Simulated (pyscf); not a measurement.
7 gas-phase steps of one pattern: 1,1-elimination on the singlet surface, Ge–H + Ge–H or H–Si + H–Si or H–Sn + H–Sn broken and H–H formed. Optimised with ωB97X-D3(BJ)/def2-SVP in PySCF. Electronic energies in kcal/mol, from the reactant's lowest minimum found; ΔE‡ and ΔE at ωB97M-D3(BJ)/def2-TZVP. Rows were drawn at random from the steps of this pattern with a verified saddle, stable references and no exit in the data more than 5 kcal/mol lower.

```csv
row,step,ΔE,ΔE‡
1,Cl–SnH₂–Cl (SMILES [Cl][SnH2][Cl]) -> Cl–Sn:–Cl (SMILES [Cl][Sn][Cl]) [singlet] + H₂ (SMILES [H][H]),-5.5,65.7
2,HO–GeH₃ (SMILES [OH][GeH3]) → HO–GeH: (SMILES [OH][GeH]) [singlet] + H₂ (SMILES [H][H]),+25.7,60.0
3,Cl–GeH₃ (SMILES [Cl][GeH3]) → Cl–GeH: (SMILES [Cl][GeH]) [singlet] + H₂ (SMILES [H][H]),+29.5,59.5
4,H₂P–GeH₃ (SMILES [PH2][GeH3]) → H₂P–GeH: (SMILES [PH2][GeH]) [singlet] + H₂ (SMILES [H][H]),+34.9,?
5,H₂N–SiH₃ (SMILES N[SiH3]) -> H₂N–SiH: (SMILES N[SiH]) [singlet] + H₂ (SMILES [H][H]),+39.6,63.4
6,HO–SiH₃ (SMILES O[SiH3]) → HO–SiH: (SMILES O[SiH]) [singlet] + H₂ (SMILES [H][H]),+46.2,66.9
7,H₃Si–Cl (SMILES [SiH3]Cl) → :HSi–Cl (SMILES [SiH]Cl) [singlet] + H₂ (SMILES [H][H]),+49.5,65.6
```

From a straight line through the complete rows, estimate the missing barrier and say how far the line can be trusted.

Over the 6 complete rows the means are +30.8 (ΔE) and 63.5 (ΔE‡); least squares gives b = 0.02 and a = 62.9 kcal/mol, with residuals of 2.8 kcal/mol (root mean square; largest 4.0, row 3). For row 4: 62.9 + 0.02 × (+34.9) = 63.6 kcal/mol. The computed barrier is 53.2 kcal/mol, 10.4 under the line. The scatter is large against the spread of the barriers, so the line says little here. Each barrier is that of the saddle found. Elements up to Kr have no core potential and no relativistic terms here. Elements past Kr carry the def2 core potentials, without spin-orbit coupling.
